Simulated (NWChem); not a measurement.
Program: NWChem. System: Cl₂, charge 2, spin multiplicity 3, at the geometry of a parent with another charge or spin, in a state set for the comparison that need not be this species' ground state. Its SCF solution wasn't tested for a lower state. Level: UHF/def2-TZVPD.

Part of the output:

```
             Northwest Computational Chemistry Package (NWChem) 7.3.0
             --------------------------------------------------------

                                NWChem Input Module
                                -------------------

 Scaling coordinates for geometry "geometry" by  1.889725989
 (inverse scale =  0.529177249)

 Turning off AUTOSYM since
 SYMMETRY directive was detected!

                             Geometry "geometry" -> ""
                             -------------------------

 Output coordinates in angstroms (scale by  1.889725989 to convert to a.u.)

  No.       Tag          Charge          X              Y              Z
 ---- ---------------- ---------- -------------- -------------- --------------
    1 Cl                  17.0000     0.00000000     0.00000000     0.97992400
    2 Cl                  17.0000     0.00000000     0.00000000    -0.97992400

 Effective nuclear repulsion energy (a.u.)      78.0326969035

            Nuclear Dipole moment (a.u.)
            ----------------------------
        X                 Y               Z
 ---------------- ---------------- ----------------
     0.0000000000     0.0000000000     0.0000000000

      Symmetry information
      --------------------

 Group name             D2h
 Group number             26
 Group order               8
 No. of unique centers     1

      Symmetry unique atoms

     1


 Summary of "ao basis" -> "" (spherical)
 ------------------------------------------------------------------------------
       Tag                 Description            Shells   Functions and Types
 ---------------- ------------------------------  ------  ---------------------
 *                         def2-tzvpd                 on all atoms

 Summary of "ao basis" -> "ao basis" (spherical)
 ------------------------------------------------------------------------------
       Tag                 Description            Shells   Functions and Types
 ---------------- ------------------------------  ------  ---------------------
 Cl                        def2-tzvpd               16       46   6s6p3d1f

                                 NWChem SCF Module
                                 -----------------

  ao basis        = "ao basis"
  functions       =    92
  atoms           =     2
  alpha electrons =    17
  beta  electrons =    15
  charge          =   2.00
  wavefunction    = UHF
  use symmetry    = T
  symmetry adapt  = T

[...]
    13      0.195529  1 Cl px                59     -0.195529  2 Cl px
     7     -0.152047  1 Cl px                53      0.152047  2 Cl px

 Vector   17  Occ=0.000000D+00  E=-6.765085D-01  Symmetry=b3g
              MO Center=  4.7D-32, -1.2D-19, -2.7D-16, r^2= 2.2D+00
   Bfn.  Coefficient  Atom+Function         Bfn.  Coefficient  Atom+Function
  ----- ------------  ---------------      ----- ------------  ---------------
    17      0.432187  1 Cl py                63     -0.432187  2 Cl py
    20      0.278909  1 Cl py                66     -0.278909  2 Cl py
    14      0.195529  1 Cl py                60     -0.195529  2 Cl py
     8     -0.152047  1 Cl py                54      0.152047  2 Cl py

 Vector   18  Occ=0.000000D+00  E=-5.361739D-01  Symmetry=b1u
              MO Center=  3.6D-30,  1.6D-18,  9.5D-16, r^2= 2.4D+00
   Bfn.  Coefficient  Atom+Function         Bfn.  Coefficient  Atom+Function
  ----- ------------  ---------------      ----- ------------  ---------------
    18      0.467880  1 Cl pz                64      0.467880  2 Cl pz
    21      0.408553  1 Cl pz                67      0.408553  2 Cl pz
     5     -0.261052  1 Cl s                 51      0.261052  2 Cl s
    15      0.203687  1 Cl pz                61      0.203687  2 Cl pz
     4     -0.202040  1 Cl s                 50      0.202040  2 Cl s

 center of mass
 --------------
 x =   0.00000000 y =   0.00000000 z =   0.00000000

 moments of inertia (a.u.)
 ------------------
         239.824642737103           0.000000000000           0.000000000000
           0.000000000000         239.824642737103           0.000000000000
           0.000000000000           0.000000000000           0.000000000000

  Mulliken analysis of the total density
  --------------------------------------

    Atom       Charge   Shell Charges
 -----------   ------   -------------------------------------------------------
    1 Cl  17    16.00   2.01  0.45  1.51  1.27  0.76 -0.02  4.17  1.70  0.95  2.46  0.64 -0.01  0.02  0.09 -0.01  0.01
    2 Cl  17    16.00   2.01  0.45  1.51  1.27  0.76 -0.02  4.17  1.70  0.95  2.46  0.64 -0.01  0.02  0.09 -0.01  0.01

  Mulliken analysis of the alpha density
  --------------------------------------

    Atom       Charge   Shell Charges
 -----------   ------   -------------------------------------------------------
    1 Cl  17     8.50   1.01  0.23  0.75  0.65  0.37 -0.01  2.11  0.83  0.62  1.57  0.35 -0.01  0.01  0.04 -0.02  0.00
    2 Cl  17     8.50   1.01  0.23  0.75  0.65  0.37 -0.01  2.11  0.83  0.62  1.57  0.35 -0.01  0.01  0.04 -0.02  0.00

   Mulliken analysis of the beta density
   -------------------------------------

    Atom       Charge   Shell Charges
 -----------   ------   -------------------------------------------------------
    1 Cl  17     7.50   1.01  0.22  0.76  0.62  0.39 -0.01  2.06  0.87  0.34  0.89  0.29 -0.01  0.01  0.06  0.00  0.01
    2 Cl  17     7.50   1.01  0.22  0.76  0.62  0.39 -0.01  2.06  0.87  0.34  0.89  0.29 -0.01  0.01  0.06  0.00  0.01

   Mulliken analysis of the spin density
   -------------------------------------

    Atom       Charge   Shell Charges
 -----------   ------   -------------------------------------------------------
    1 Cl  17     1.00   0.00  0.00 -0.00  0.03 -0.02 -0.01  0.05 -0.04  0.28  0.68  0.07  0.00 -0.00 -0.02 -0.02 -0.00
    2 Cl  17     1.00   0.00  0.00 -0.00  0.03 -0.02 -0.01  0.05 -0.04  0.28  0.68  0.07  0.00 -0.00 -0.02 -0.02 -0.00

       Multipole analysis of the density wrt the origin
       ------------------------------------------------

     L   x y z        total         alpha         beta         nuclear
     -   - - -        -----         -----         ----         -------
     0   0 0 0      2.000000    -17.000000    -15.000000     34.000000

     1   1 0 0     -0.000000      0.000000     -0.000000      0.000000
     1   0 1 0      0.000000     -0.000000      0.000000      0.000000
     1   0 0 1     -0.000000     -0.000000     -0.000000      0.000000

     2   2 0 0    -14.015814     -8.127314     -5.888499      0.000000
     2   1 1 0      0.000000     -0.000000      0.000000      0.000000
     2   1 0 1     -0.000000     -0.000000     -0.000000      0.000000
     2   0 2 0    -14.015814     -8.127314     -5.888499      0.000000
     2   0 1 1     -0.000000     -0.000000     -0.000000      0.000000
     2   0 0 2     -3.127148    -64.540708    -55.176461    116.590020

 Task  times  cpu:        1.7s     wall:        1.7s

 Total times  cpu:        1.8s     wall:        1.8s
```

Problem. Write an NWChem input that would produce this output.

Solution. One answer among several that fit: 
```
start mol
memory heap 200 mb stack 900 mb global 1100 mb
charge 2
geometry units angstroms nocenter noautoz
  Cl     0.000000     0.000000     0.979924
  Cl     0.000000     0.000000    -0.979924
  symmetry group D2h
end
basis spherical
  * library def2-tzvpd
end
scf
  uhf
  nopen 2
  maxiter 100
  thresh 1e-7
  semidirect memsize 60000000 filesize 0
  # guess.movecs holds the orbitals of an unrestricted PBE0 run
  vectors input guess.movecs output mol.movecs
end
task scf energy
```
